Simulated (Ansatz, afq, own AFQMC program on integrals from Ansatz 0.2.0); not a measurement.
**H₂Cl (doublet): quantum Monte Carlo beside coupled cluster at distance Cl1–H2 along a hydrogen transfer = 1.279 Å, cc-pVTZ**

How near does AFQMC come to the top of the ladder for H₂Cl (doublet)?

The runs use Ansatz 0.2.0, Gaussian basis, and an in-house AFQMC program (afq) on its integrals; all values are calculated; cc-pVTZ, frozen cores.

Plan: PBE (unrestricted); r2SCAN (unrestricted); PBE0 (unrestricted); B3LYP (unrestricted); wB97M-V (unrestricted); CCSD(T) on UHF; B2PLYP (unrestricted); CCSDT(Q) on UHF; Phaseless AFQMC, CISD trial on UHF.

### Step 1. The geometry

The geometry derives from fragments relaxed apart (PBE0/def2-TZVP) and kept rigid, so it is no stationary point. A hydrogen atom is moved between rigid fragments.

3 atoms, charge 0, spin multiplicity 2.

Atoms are counted from 1 here; the program's logs count them from 0.

Bond lengths: Cl1–H2 1.279 Å.

### Step 2. PBE (unrestricted)

The input, in.yaml:

```yaml
crystal:
  periodic: [false, false, false]
  atoms:
    - {symbol: Cl, position_ang: [0.000000, 0.000000, -1.197600]}
    - {symbol: H, position_ang: [0.000000, 0.000000, 0.081200]}
    - {symbol: H, position_ang: [0.000000, 0.000000, 1.116400]}
basis:
  gaussian: {orbitals: cc-pVTZ}
magnetization: {spin_polarized: true, initial_magnetization: 1}
hamiltonian: {xc: {name: PBE}}
output: {orbitals: {seedname: orbitals}}
```

Command:

```bash
$ ansatz run in.yaml --threads 1 --pin off --events-out ev --progress --plain --max-ram 5632MiB --backend cpu
```

The log of the run:

```text
Functional definition: PBE
  name "PBE"
  cite "Perdew, Burke & Ernzerhof, Phys. Rev. Lett. 77, 3865 (1996) doi:10.1103/PhysRevLett.77.3865"
  parent pbe
  parameter kappa = 0.804
  parameter beta = 0.06672455060314922
  exchange = pbe_x(kappa = kappa, mu = beta*pi^2/3)
  correlation = pbe_c(beta = beta)
393 factors; their error is unknown
mean field evaluation 1: about -12547.4534 eV, gradient 8.2e0 eV
mean field evaluation 2: about -12547.5384 eV, gradient 8.6e0 eV
mean field evaluation 4: about -12547.9131 eV, gradient 2.5e-1 eV
mean field evaluation 8: about -12547.9031 eV, gradient 7.3e-2 eV
mean field -12547.90311435 eV, -461.1269341782 hartree, gradient 1.6e-5 eV, S^2 0.752944; 0 other end points of the search recorded, 0 dependent functions left out
reference -12547.90314177 eV, -461.1269351859 hartree; 10, 9 occupied and 52, 53 virtual orbitals, 393 factors
Total energy: -12547.90314177 eV, -461.1269351859 hartree
```

Run time: 0.64 s. Hardware: 1 thread of AMD EPYC 7R13 (Zen 3), shared host; peak memory 0.73 GiB.

From the report: ⟨S²⟩ of the determinant 0.753 (pure doublet: 0.75).

### Step 3. r2SCAN (unrestricted)

Changes to in.yaml since step 2:

```diff
@@ -9,3 +9,2 @@
 magnetization: {spin_polarized: true, initial_magnetization: 1}
-hamiltonian: {xc: {name: PBE}}
-output: {orbitals: {seedname: orbitals}}
+hamiltonian: {xc: {name: r2SCAN}}
```

Same command.

The log of the run:

```text
Functional definition: r2SCAN
  name "r2SCAN"
  cite "Furness, Kaplan, Ning, Perdew & Sun, J. Phys. Chem. Lett. 11, 8208 (2020) doi:10.1021/acs.jpclett.0c02405"
  cite "Furness, Kaplan, Ning, Perdew & Sun, J. Phys. Chem. Lett. 11, 9248 (2020) doi:10.1021/acs.jpclett.0c03077"
  parent r2scan
  parameter k0 = 0.174
  parameter k1 = 0.065
  parameter a1 = 4.9479
  exchange = r2scan_x(k0 = k0, k1 = k1, a1 = a1)
  correlation = r2scan_c
393 factors; their error is unknown
mean field evaluation 1: about -12551.9013 eV, gradient 7.5e0 eV
mean field evaluation 2: about -12552.1002 eV, gradient 6.6e0 eV
mean field evaluation 4: about -12552.3114 eV, gradient 3.2e-1 eV
mean field evaluation 8: about -12552.3026 eV, gradient 6.1e-2 eV
mean field -12552.30264897 eV, -461.2886140933 hartree, gradient 4.2e-5 eV, S^2 0.754753; 0 other end points of the search recorded, 0 dependent functions left out
reference -12552.30265727 eV, -461.2886143982 hartree; 10, 9 occupied and 52, 53 virtual orbitals, 393 factors
Total energy: -12552.30265727 eV, -461.2886143982 hartree
```

Wall time 1.2 s (1 thread of AMD EPYC 7R13 (Zen 3), shared host); peak memory 0.73 GiB.

From the report: ⟨S²⟩ of the determinant 0.755 (pure doublet: 0.75).

### Step 4. PBE0 (unrestricted)

Changes to in.yaml since step 3:

```diff
@@ -9,2 +9,3 @@
 magnetization: {spin_polarized: true, initial_magnetization: 1}
-hamiltonian: {xc: {name: r2SCAN}}
+hamiltonian: {xc: {name: PBE0}}
+output: {orbitals: {seedname: orbitals}}
```

Same command.

The log of the run:

```text
Functional definition: PBE0
  name "PBE0"
  cite "Adamo & Barone, J. Chem. Phys. 110, 6158 (1999) doi:10.1063/1.478522"
  cite "Perdew, Burke & Ernzerhof, Phys. Rev. Lett. 77, 3865 (1996) doi:10.1103/PhysRevLett.77.3865"
  parent pbe
  parameter a = 0.25
  parameter kappa = 0.804
  parameter beta = 0.06672455060314922
  exchange = (1 - a)*pbe_x(kappa = kappa, mu = beta*pi^2/3) + a*exact_x
  correlation = pbe_c(beta = beta)
419 factors; their error is unknown
mean field evaluation 1: about -12548.5322 eV, gradient 6.4e0 eV
mean field evaluation 2: about -12548.7335 eV, gradient 4.9e0 eV
mean field evaluation 4: about -12548.8546 eV, gradient 3.3e-1 eV
mean field evaluation 8: about -12548.9311 eV, gradient 1.8e-1 eV
mean field -12548.93111984 eV, -461.1647126832 hartree, gradient 2.8e-5 eV, S^2 0.755207; 0 other end points of the search recorded, 0 dependent functions left out
reference -12548.93114098 eV, -461.1647134600 hartree; 10, 9 occupied and 52, 53 virtual orbitals, 419 factors
Total energy: -12548.93114098 eV, -461.1647134600 hartree
```

It took 0.57 s on 1 thread of AMD EPYC 7R13 (Zen 3), shared host; peak memory 0.73 GiB.

From the report: ⟨S²⟩ of the determinant 0.755 (pure doublet: 0.75).

### Step 5. B3LYP (unrestricted)

Changes to in.yaml since step 4:

```diff
@@ -9,3 +9,2 @@
 magnetization: {spin_polarized: true, initial_magnetization: 1}
-hamiltonian: {xc: {name: PBE0}}
-output: {orbitals: {seedname: orbitals}}
+hamiltonian: {xc: {name: B3LYP}}
```

Same command.

The log of the run:

```text
Functional definition: B3LYP
  name "B3LYP"
  cite "Stephens, Devlin, Chabalowski & Frisch, J. Phys. Chem. 98, 11623 (1994) doi:10.1021/j100096a001"
  cite "Becke, Phys. Rev. A 38, 3098 (1988) doi:10.1103/PhysRevA.38.3098"
  cite "Lee, Yang & Parr, Phys. Rev. B 37, 785 (1988) doi:10.1103/PhysRevB.37.785"
  cite "Vosko, Wilk & Nusair, Can. J. Phys. 58, 1200 (1980) doi:10.1139/p80-159"
  parameter a0 = 0.2
  parameter ax = 0.72
  parameter ac = 0.81
  exchange = (1 - a0 - ax)*slater_x + ax*b88_x + a0*exact_x
  correlation = (1 - ac)*vwn_rpa_c + ac*lyp_c
408 factors; their error is unknown
mean field evaluation 1: about -12553.2849 eV, gradient 6.8e0 eV
mean field evaluation 2: about -12553.4409 eV, gradient 6.0e0 eV
mean field evaluation 4: about -12553.6091 eV, gradient 3.9e-1 eV
mean field evaluation 8: about -12553.6683 eV, gradient 1.5e-1 eV
mean field -12553.66835008 eV, -461.3388026836 hartree, gradient 2.3e-5 eV, S^2 0.754370; 0 other end points of the search recorded, 0 dependent functions left out
reference -12553.66852884 eV, -461.3388092526 hartree; 10, 9 occupied and 52, 53 virtual orbitals, 408 factors
Total energy: -12553.66852884 eV, -461.3388092526 hartree
```

Run time: 0.54 s. Hardware: 1 thread of AMD EPYC 7R13 (Zen 3), shared host; peak memory 0.73 GiB.

From the report: ⟨S²⟩ of the determinant 0.754 (pure doublet: 0.75).

### Step 6. wB97M-V (unrestricted)

Changes to in.yaml since step 5:

```diff
@@ -9,2 +9,3 @@
 magnetization: {spin_polarized: true, initial_magnetization: 1}
-hamiltonian: {xc: {name: B3LYP}}
+hamiltonian: {xc: {name: wB97M-V}}
+output: {orbitals: {seedname: orbitals}}
```

Launched as before.

The log of the run, cut to the lines that bear on the results:

```text
Functional definition: wB97M-V
  name "wB97M-V"
  cite "Mardirossian & Head-Gordon, J. Chem. Phys. 144, 214110 (2016) doi:10.1063/1.4952647"
  cite "Becke, J. Chem. Phys. 107, 8554 (1997) doi:10.1063/1.475007"
  cite "Vydrov & Van Voorhis, J. Chem. Phys. 133, 244103 (2010) doi:10.1063/1.3521275"
  # Of w^i u^j: cxij and so on, Table III.
[...]
  gx(w, u) = 1 - cx + cx01*u + cx10*w
  gss(w, u) = css00 + css04*u^4 + css10*w + css20*w^2 + css43*w^4*u^3
  gos(w, u) = cos00 + cos10*w + (cos20 + cos21*u)*w^2 + (cos60 + cos61*u)*w^6
[...]
      + integral(e_c_pw_mod_opposite_spin*gos(b97_w_opposite, b97_u_opposite)) + vv10(b, c)
396 factors; their error is unknown
84 factors; integrals over basis functions are off by at most 8.7e-5 eV
[...]
mean field -12552.01929831 eV, -461.2782011486 hartree, gradient 1.2e-5 eV, S^2 0.753770; 0 other end points of the search recorded, 0 dependent functions left out
reference -12552.01932616 eV, -461.2782021720 hartree; 10, 9 occupied and 52, 53 virtual orbitals, 396 factors
Total energy: -12552.01932616 eV, -461.2782021720 hartree
```

Run time: 1.9 s. Hardware: 1 thread of AMD EPYC 7R13 (Zen 3), shared host; peak memory 0.73 GiB.

From the report: ⟨S²⟩ of the determinant 0.754 (pure doublet: 0.75).

### Step 7. CCSD(T) on UHF

Changes to in.yaml since step 6:

```diff
@@ -9,3 +9,2 @@
 magnetization: {spin_polarized: true, initial_magnetization: 1}
-hamiltonian: {xc: {name: wB97M-V}}
-output: {orbitals: {seedname: orbitals}}
+correlation: {method: ccsd_t, electrons: outside_noble_gas, hamiltonian_folder: ham}
```

Command:

```bash
$ ansatz run in.yaml --threads 1 --pin off --events-out ev --progress --plain --max-ram 16896MiB --backend cuda --devices 0, --max-vram 18GiB
```

The log of the run, cut to the lines that bear on the results:

```text
Functional definition: HF
  name "HF"
  cite "Fock, Z. Phys. 61, 126 (1930) doi:10.1007/BF01340294"
  parent pbe
[...]
349 factors; integrals over basis functions are off by at most 1.3e-3 eV
[...]
mean field -12533.06804695 eV, -460.5817555067 hartree, gradient 2.6e-6 eV, S^2 0.765903; 1 other end points of the search recorded, 0 dependent functions left out
determinant -12533.06804695 eV, -460.5817555067 hartree, with singles and doubles -12539.43949353 eV, -460.8159018498 hartree
determinant -12529.58808668 eV, -460.4538693255 hartree, with singles and doubles -12536.00634148 eV, -460.6897358391 hartree
5 core orbitals not correlated: weight in the atoms' cores, before any rotation towards them, 1.000 or more for the frozen orbitals, at most 0.000 for the correlated occupied ones
reference -12533.06804695 eV, -460.5817555067 hartree; 5, 4 occupied and 52, 53 virtual orbitals, 349 factors
second order -5.74603616 eV of doubles, -0.00000000 eV of singles
cycle   1  -6.33973180 eV  change   -2.6e-1 eV  update   1.1e-2
[...]
cycle   8  -6.34997745 eV  change   -2.6e-6 eV  update   7.3e-6
perturbative correction -0.22736619 eV, -0.0083555533 hartree
Total energy: -12539.64539059 eV, -460.8234684272 hartree
```

Run time: 5 s. Hardware: 1 × NVIDIA H100 80GB HBM3 with 1 thread of AMD EPYC 7R13 (Zen 3), shared host; peak host memory 0.84 GiB.

From the report: ⟨S²⟩ of the determinant 0.766 (pure doublet: 0.75); correlation -6.5773 eV; T1 0.011; largest double amplitude 0.04.

This run also writes the integrals to the folder ham.

### Step 8. B2PLYP (unrestricted)

Changes to in.yaml since step 7:

```diff
@@ -9,2 +9,3 @@
 magnetization: {spin_polarized: true, initial_magnetization: 1}
-correlation: {method: ccsd_t, electrons: outside_noble_gas, hamiltonian_folder: ham}
+hamiltonian: {xc: {name: B2PLYP}}
+correlation: {electrons: outside_noble_gas}
```

Command:

```bash
$ ansatz run in.yaml --threads 1 --pin off --events-out ev --progress --plain --max-ram 5632MiB --backend cpu
```

The log of the run, cut to the lines that bear on the results:

```text
Functional definition: B2PLYP
  name "B2PLYP"
  cite "Grimme, J. Chem. Phys. 124, 034108 (2006) doi:10.1063/1.2148954"
  cite "Becke, Phys. Rev. A 38, 3098 (1988) doi:10.1103/PhysRevA.38.3098"
  cite "Lee, Yang & Parr, Phys. Rev. B 37, 785 (1988) doi:10.1103/PhysRevB.37.785"
[...]
349 factors; integrals over basis functions are off by at most 1.3e-3 eV
[...]
mean field -12547.55172046 eV, -461.1140206907 hartree, gradient 9.5e-6 eV, S^2 0.758689; 0 other end points of the search recorded, 0 dependent functions left out
5 core orbitals not correlated: weight in the atoms' cores, before any rotation towards them, 1.000 or more for the frozen orbitals, at most 0.000 for the correlated occupied ones
reference -12547.55183561 eV, -461.1140249227 hartree; 5, 4 occupied and 52, 53 virtual orbitals, 349 factors
second order -6.97588261 eV of doubles, -0.00000000 eV of singles
Total energy: -12549.43532392 eV, -461.1832418412 hartree
```

Wall time 0.79 s (1 thread of AMD EPYC 7R13 (Zen 3), shared host); peak memory 0.73 GiB.

From the report: ⟨S²⟩ of the determinant 0.759 (pure doublet: 0.75).

### Step 9. CCSDT(Q) on UHF

Changes to in.yaml since step 8:

```diff
@@ -9,3 +9,2 @@
 magnetization: {spin_polarized: true, initial_magnetization: 1}
-hamiltonian: {xc: {name: B2PLYP}}
-correlation: {electrons: outside_noble_gas}
+correlation: {method: ccsdt_q, electrons: outside_noble_gas}
```

Command:

```bash
$ ansatz run in.yaml --threads 1 --pin off --events-out ev --progress --plain --max-ram 16896MiB --backend cuda --devices 0, --max-vram 18GiB
```

The log of the run, cut to the lines that bear on the results:

```text
Functional definition: HF
  name "HF"
  cite "Fock, Z. Phys. 61, 126 (1930) doi:10.1007/BF01340294"
  parent pbe
[...]
677 factors; integrals over basis functions are off by at most 2.1e-7 eV
[...]
mean field -12533.06806347 eV, -460.5817561140 hartree, gradient 3.2e-6 eV, S^2 0.765903; 1 other end points of the search recorded, 0 dependent functions left out
determinant -12533.06806347 eV, -460.5817561140 hartree, with singles and doubles -12539.43952436 eV, -460.8159029829 hartree
determinant -12529.58812803 eV, -460.4538708451 hartree, with singles and doubles -12536.00640233 eV, -460.6897380754 hartree
5 core orbitals not correlated: weight in the atoms' cores, before any rotation towards them, 1.000 or more for the frozen orbitals, at most 0.000 for the correlated occupied ones
reference -12533.06806347 eV, -460.5817561140 hartree; 5, 4 occupied and 52, 53 virtual orbitals, 677 factors
second order -5.74605524 eV of doubles, -0.00000000 eV of singles
cycle   1  -6.17967376 eV  change   -4.3e-1 eV  update   5.6e-2
[...]
cycle  14  -6.59362364 eV  change   -1.1e-6 eV  update   3.9e-7
perturbative correction -0.00909803 eV, -0.0003343464 hartree
Total energy: -12539.67078514 eV, -460.8244016597 hartree
```

It took 9 s on 1 × NVIDIA H100 80GB HBM3 with 1 thread of AMD EPYC 7R13 (Zen 3), shared host; peak host memory 0.88 GiB.

From the report: ⟨S²⟩ of the determinant 0.766 (pure doublet: 0.75); correlation -6.6027 eV; T1 0.012; largest double amplitude 0.05.

### Step 10. Phaseless AFQMC, CISD trial on UHF

It reads the integrals that the CCSD(T) run on this determinant wrote.

Command:

```bash
$ afq ham --method phaseless --trial cisd --walkers 4000 --populations 20 --least-time 60 --time-step 0.005 --steps-per-block 50 --equilibration-blocks 28 --max-blocks 4000 --target-error 0.00018 --factor-cut 1e-05 --start spin_pure --seed 1281 --release-times 0.24,0.51,0.99,1.62,2.4 --release-step 0.03 --release-every 3 --taylor-order 6
```

The log of the run:

```text
orbitals 57  electrons 5 4  factors 343 of 349
reference energy -460.58175551 Eh
CCSD correlation -0.23335744 Eh in 10 cycles, weight of the determinant in the CISD state 0.9129
energy of the start -460.814646 Eh
 block  time / (1/Eh)  mean weight  energy / Eh
     1     0.250  1.0000  -460.813932
     2     0.500  1.0001  -460.817159
     3     0.750  1.0000  -460.819599
     4     1.000  1.0001  -460.821489
     5     1.250  1.0001  -460.822424
     6     1.500  1.0003  -460.822960
     7     1.750  1.0002  -460.823598
     8     2.000  0.9999  -460.824768
     9     2.250  1.0004  -460.824305
    10     2.500  1.0005  -460.824441
    11     2.750  1.0002  -460.823713
    12     3.000  1.0001  -460.823947
    13     3.250  0.9999  -460.824576
    14     3.500  1.0001  -460.824882
    15     3.750  0.9996  -460.823969
    16     4.000  1.0001  -460.824861
    17     4.250  1.0001  -460.824757
    18     4.500  1.0002  -460.824900
    19     4.750  0.9996  -460.824657
    20     5.000  0.9998  -460.824936
    21     5.250  1.0003  -460.825420
    22     5.500  1.0002  -460.824564
    23     5.750  0.9999  -460.824180
    24     6.000  1.0002  -460.824481
    25     6.250  1.0001  -460.823972
    26     6.500  0.9999  -460.824056
    27     6.750  1.0001  -460.824133
    28     7.000  0.9997  -460.823792
    29     7.250  1.0004  -460.824324
    30     7.500  1.0001  -460.823944
    31     7.750  0.9997  -460.825043
    32     8.000  0.9998  -460.824187
    33     8.250  0.9999  -460.824285
    34     8.500  0.9996  -460.823854
    35     8.750  0.9995  -460.823632
    36     9.000  1.0001  -460.823374
    37     9.250  0.9999  -460.824188
    38     9.500  1.0002  -460.823676
    39     9.750  1.0002  -460.824570
    40    10.000  0.9999  -460.824535
    41    10.250  1.0004  -460.824183
    42    10.500  0.9999  -460.824119
    43    10.750  1.0001  -460.824435
    44    11.000  1.0000  -460.823984
    45    11.250  1.0001  -460.823639
    46    11.500  1.0000  -460.823798
    47    11.750  1.0000  -460.824169
    48    12.000  1.0002  -460.825118
    49    12.250  1.0000  -460.824811
    50    12.500  1.0002  -460.823947
    51    12.750  0.9999  -460.823803
    52    13.000  1.0001  -460.824141
    53    13.250  1.0004  -460.823756
    54    13.500  1.0002  -460.823654
    55    13.750  0.9998  -460.823849
    56    14.000  1.0000  -460.823615
    57    14.250  1.0003  -460.823721
    58    14.500  1.0000  -460.823943
    59    14.750  1.0000  -460.824336
    60    15.000  1.0001  -460.823646
    61    15.250  0.9998  -460.823716
    62    15.500  1.0002  -460.824063
    63    15.750  1.0001  -460.824236
    64    16.000  1.0001  -460.824684
    65    16.250  0.9998  -460.824257
    66    16.500  0.9999  -460.823391
    67    16.750  1.0000  -460.824026
    68    17.000  1.0003  -460.824293
    69    17.250  1.0001  -460.824377
    70    17.500  1.0000  -460.824442
    71    17.750  0.9995  -460.824732
    72    18.000  1.0002  -460.824611
    73    18.250  0.9999  -460.824028
    74    18.500  1.0001  -460.823606
    75    18.750  0.9999  -460.824239
    76    19.000  1.0002  -460.824396
    77    19.250  1.0003  -460.824099
    78    19.500  1.0001  -460.824311
error from the spread of 20 populations
released: time / (1/Eh)  energy / Eh  error  mean overlap
  0.24  -460.824263  0.000084  1.0008
  0.51  -460.824351  0.000084  0.9993
  0.99  -460.824464  0.000072  0.9941
  1.62  -460.824518  0.000094  0.9824
  2.40  -460.824437  0.000109  0.9794
energy -460.824116 +/- 0.000078 Eh
```

Wall time 96 s (1 × NVIDIA H100 80GB HBM3 with 2 threads of AMD EPYC 7R13 (Zen 3), shared host); peak host memory 1.6 GiB.

Energy -12539.6630 ± 0.0021 eV. Caveats: constraint bias not in the error.

### Step 11. All levels side by side

On the UHF determinant, counted from CCSDT(Q) (a yardstick, not exact):

```
                                                level  energy (eV)  from CCSDT(Q) (kcal/mol)  statistical error (kcal/mol)  time
                                                   HF  -12533.0680                   +152.26                                    
                                                  MP2  -12538.8141                    +19.76                                    
                                                 CCSD  -12539.4180                     +5.83                                    
                                              CCSD(T)  -12539.6454                     +0.59                                    
                                             CCSDT(Q)  -12539.6708                      0.00                                    
Phaseless AFQMC, CISD trial, step 0.005, 4000 walkers  -12539.6630                     +0.18                          0.05  96 s
```

The functionals' totals stand on their own zeros and serve differences with other points: PBE -12547.903 eV; r2SCAN -12552.303 eV; PBE0 -12548.931 eV; B3LYP -12553.669 eV; wB97M-V -12552.019 eV; B2PLYP -12549.435 eV.

### Step 12. Summary of results

| quantity | value |
| --- | --- |
| CCSD(T) on UHF from CCSDT(Q) | +0.59 kcal/mol |
| Phaseless AFQMC, CISD trial on UHF from CCSDT(Q) | +0.18 ± 0.05 kcal/mol |

**Reading.** On UHF the phaseless walk with the CISD trial lies +0.18 kcal/mol from CCSDT(Q), 4 times its error bar. Error bars are statistical and leave out the constraint, the time step and what remains of the start.
